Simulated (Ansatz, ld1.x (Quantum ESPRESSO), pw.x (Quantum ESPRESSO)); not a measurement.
# From atom to crystal: PAW potential for boron (B)

* Element: B
* Generator: ld1.x (Quantum ESPRESSO) 7.5
* Type: PAW
* Functional: LDA (PW92)
* Relativity: scalar-relativistic
* Frozen core: [He]
* Valence charge: 3
* Reference configuration: 2s2 2p1
* Partial waves: 2s (bound): rcut 1.10, rcutus 1.45 bohr; 2s channel at 0.3 Ry: rcut 1.10, rcutus 1.45 bohr; 2p (bound): rcut 2.00, rcutus 2.40 bohr; 2p channel at 2.6 Ry: rcut 2.00, rcutus 2.40 bohr; 3d channel at 0.4 Ry: rcut 1.65, rcutus 1.95 bohr; 3d channel at 1.55 Ry: rcut 1.65, rcutus 1.95 bohr
* Local potential: all-electron potential smoothed inside 2.25 bohr (lloc = -1)
* Core correction: a·sin(br)/r model core inside 1.05 bohr
* Augmentation charge: BESSEL, radius 0.90 bohr

Atomic tests: cutoffs needed: 10 Ry and 15 Ry (the cutoffs (Ry, on a coarse ladder) from which the occupation-weighted sum of valence levels, in a spherical-Bessel basis at the reference potential, stays within 10 and 1 mRy of its value at 400 Ry); ghost test: no extra level below or beside the all-electron valence levels (s, p, d, f tested) (spherical-Bessel basis up to 400 Ry, 20 bohr box); configuration tests: test run stopped at test 1 of 9 (negative rho).

Crystal test: diamond B in pw.x 7.5, no spin, 11³ k-points, Fermi–Dirac smearing 0.01 Ry, cutoffs 40/320 Ry. The reference is all-electron LAPW (Ansatz 0.2.0) with the same functional, mesh and smearing; V0 and B0 come from Birch–Murnaghan fits to the pressures at five volumes. Errors are pseudo minus all-electron; Δ is the rms difference of the E(V) curves that follow from these fits, minima aligned, over ±6 % about the mean V0. Mesh and smearing are coarse, so the numbers serve the comparison and aren't converged zero-temperature values; the lattice is a test structure that the element need not adopt.

All-electron: a0 = 4.003 Å (V0 = 8.02 Å³/atom), B0 = 189.6 GPa.

Problem. How far does the potential miss the all-electron equation of state?

Solution. mean pressure error (GPa): +1.28; a0 (Å): 4.011; a0 error (%): +0.21; B0 error (%): -0.6; Δ (meV/atom): 2.2. The largest radius (2.40 bohr) exceeds half the bond length (1.64 bohr), so the spheres overlap, which is one possible source of error among others. Atomic configuration tests: test run stopped at test 1 of 9 (negative rho).

```json
{"V (Å³/atom)": "7.621", "P all-electron (GPa)": "10.51", "P pseudo (GPa)": "12.04"}
{"V (Å³/atom)": "7.821", "P all-electron (GPa)": "4.90", "P pseudo (GPa)": "6.24"}
{"V (Å³/atom)": "8.022", "P all-electron (GPa)": "-0.11", "P pseudo (GPa)": "1.11"}
{"V (Å³/atom)": "8.223", "P all-electron (GPa)": "-4.58", "P pseudo (GPa)": "-3.42"}
{"V (Å³/atom)": "8.423", "P all-electron (GPa)": "-8.58", "P pseudo (GPa)": "-7.45"}
```

Problem. At the middle volume, how do free energy and pressure move when the wave cutoff is lowered (ecutrho held at 320 Ry)?

Solution.

```json
{"cutoff (Ry)": "18", "shift of F (meV/atom)": "+15.8", "shift of P (GPa)": "-0.19"}
{"cutoff (Ry)": "24", "shift of F (meV/atom)": "+4.6", "shift of P (GPa)": "-0.30"}
{"cutoff (Ry)": "32", "shift of F (meV/atom)": "+1.3", "shift of P (GPa)": "-0.01"}
```

Input at the middle volume:

```
&control
  calculation='scf', prefix='x', pseudo_dir='./', outdir='./tmp', tstress=.true., disk_io='none'
/
&system
  ibrav=0, nat=2, ntyp=1, ecutwfc=40, ecutrho=320, nbnd=10,
  occupations='smearing', smearing='fd', degauss=0.01
/
&electrons
  conv_thr=1e-09, mixing_beta=0.4, electron_maxstep=70
/
ATOMIC_SPECIES
B 1.0 B.UPF
CELL_PARAMETERS angstrom
  0.00000000 2.00183166 2.00183166
  2.00183166 0.00000000 2.00183166
  2.00183166 2.00183166 0.00000000
ATOMIC_POSITIONS crystal
B 0.0000 0.0000 0.0000
B 0.2500 0.2500 0.2500
K_POINTS automatic
11 11 11 0 0 0
```

```bash
pw.x < B.scf.in > B.scf.out
```

Lines of the output:

```
Message from routine setup:
     using ibrav=0 with symmetry is DISCOURAGED, use correct ibrav instead
     lattice parameter (alat)  =       5.3498  a.u.
     unit-cell volume          =     108.2703 (a.u.)^3
     number of electrons       =         6.00
     number of Kohn-Sham states=           10
     kinetic-energy cutoff     =      40.0000  Ry
     charge density cutoff     =     320.0000  Ry
     scf convergence threshold =      1.0E-09
     Exchange-correlation= SLA  PW   NOGX NOGC
     number of k points=    56  Fermi-Dirac smearing, width (Ry)=  0.0100
     iteration #  1     ecut=    40.00 Ry     beta= 0.40
     total energy              =     -21.77640325 Ry
     estimated scf accuracy    <       0.05360786 Ry
     iteration #  2     ecut=    40.00 Ry     beta= 0.40
     total energy              =     -21.77406412 Ry
     estimated scf accuracy    <       0.01478378 Ry
     iteration #  3     ecut=    40.00 Ry     beta= 0.40
     total energy              =     -21.77488280 Ry
     estimated scf accuracy    <       0.00006021 Ry
     iteration #  4     ecut=    40.00 Ry     beta= 0.40
     total energy              =     -21.77490087 Ry
     estimated scf accuracy    <       0.00000908 Ry
     iteration #  5     ecut=    40.00 Ry     beta= 0.40
     total energy              =     -21.77490262 Ry
     estimated scf accuracy    <       0.00000081 Ry
     iteration #  6     ecut=    40.00 Ry     beta= 0.40
     total energy              =     -21.77490261 Ry
     estimated scf accuracy    <       0.00000014 Ry
     iteration #  7     ecut=    40.00 Ry     beta= 0.40
     the Fermi energy is     6.5867 ev
!    total energy              =     -21.77490264 Ry
     estimated scf accuracy    <          2.6E-10 Ry
     smearing contrib. (-TS)   =      -0.00428673 Ry
     The total energy is F=E-TS. E is the sum of the following terms:
     one-electron contribution =       5.68074764 Ry
     hartree contribution      =       0.64502687 Ry
     xc contribution           =      -4.44893496 Ry
     ewald contribution        =     -12.81583132 Ry
     one-center paw contrib.   =     -10.83162414 Ry
     convergence has been achieved in   7 iterations
          total   stress  (Ry/bohr**3)                   (kbar)     P=       11.14
     Message from routine punch:
     Nothing written, as per user request (disk_io='none')
```

The run at the middle volume (56 k-points, 7 iterations) took about 5.5 s on one core of a shared host (Neoverse-V1, 32 threads, 247 GiB, load 21).
